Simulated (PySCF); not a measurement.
## Bond length, frequency and bond energy of LiF by level of theory

State: ¹Σ⁺ (singlet), closed shell. Set-up: Li 3-21G, F 3-21G; no relativity (PySCF 2.14). De refers to Li + F in their high-spin ground configurations, without counterpoise correction. A positive dipole means Li(−)F(+).

```json
{"Level": "RHF", "Re (Å)": "1.520", "ωe (cm⁻¹)": "1082", "De (eV)": "3.47", "μ (D)": "-5.75"}
{"Level": "RHF-MP2", "Re (Å)": "1.530", "ωe (cm⁻¹)": "1058", "De (eV)": "4.94", "μ (D)": "n/a"}
{"Level": "RHF-SCS-MP2", "Re (Å)": "1.529", "ωe (cm⁻¹)": "1060", "De (eV)": "4.85", "μ (D)": "n/a"}
{"Level": "RHF-CCSD", "Re (Å)": "1.529", "ωe (cm⁻¹)": "1060", "De (eV)": "4.77", "μ (D)": "n/a"}
{"Level": "RHF-CCSD(T)", "Re (Å)": "1.532", "ωe (cm⁻¹)": "1051", "De (eV)": "4.84", "μ (D)": "n/a"}
{"Level": "PBE", "Re (Å)": "1.538", "ωe (cm⁻¹)": "1015", "De (eV)": "5.83", "μ (D)": "-4.65"}
{"Level": "revPBE", "Re (Å)": "1.548", "ωe (cm⁻¹)": "993", "De (eV)": "5.66", "μ (D)": "-4.70"}
{"Level": "r²SCAN", "Re (Å)": "1.539", "ωe (cm⁻¹)": "1032", "De (eV)": "5.55", "μ (D)": "-5.04"}
{"Level": "PBE0", "Re (Å)": "1.525", "ωe (cm⁻¹)": "1057", "De (eV)": "5.38", "μ (D)": "-5.04"}
{"Level": "r²SCAN0", "Re (Å)": "1.527", "ωe (cm⁻¹)": "1063", "De (eV)": "5.26", "μ (D)": "-5.26"}
{"Level": "M06", "Re (Å)": "1.533", "ωe (cm⁻¹)": "1008", "De (eV)": "5.66", "μ (D)": "-5.17"}
{"Level": "LC-ωPBE", "Re (Å)": "1.521", "ωe (cm⁻¹)": "1072", "De (eV)": "5.57", "μ (D)": "-5.07"}
```

Task: Which functional lies closest to RHF-CCSD(T) in De, which farthest, and by how much do they differ from it?

Result: Closest is r²SCAN0 (-0.5 pm in Re, +1.1 % in ωe, +0.42 eV in De against RHF-CCSD(T) in the same basis), farthest PBE (+0.6 pm in Re, -3.4 % in ωe, +0.99 eV in De). CCSD(T) converges more slowly with the basis than the functionals do and binds too weakly in this one, so the order can change at the basis-set limit.

Task: What does a quarter of exact exchange do here, going from r²SCAN to r²SCAN0?

Result: r²SCAN0 less r²SCAN: -1.2 pm in Re, +3.0 % in ωe, -0.29 eV in De. Exact exchange removes part of the self-interaction that spreads semilocal densities, and in most molecules shortens and stiffens the bond and lowers De; so it does here.

Task: What does the triples do here, going from RHF-CCSD to RHF-CCSD(T)?

Result: RHF-CCSD(T) less RHF-CCSD: +0.3 pm in Re, -0.8 % in ωe, +0.07 eV in De. Correlation nearly always deepens the well. The bond lengthens, as in strong covalent bonds, where excitations into antibonding orbitals dominate.

Correlated steps freeze 1 core orbital. Where the molecule has an RHF reference, its open-shell atoms are computed with UHF. The CCSD T1 diagnostic is raised, a sign that a single reference may not be enough here. 3-21G is very small, so such numbers show the basis as much as the molecule.
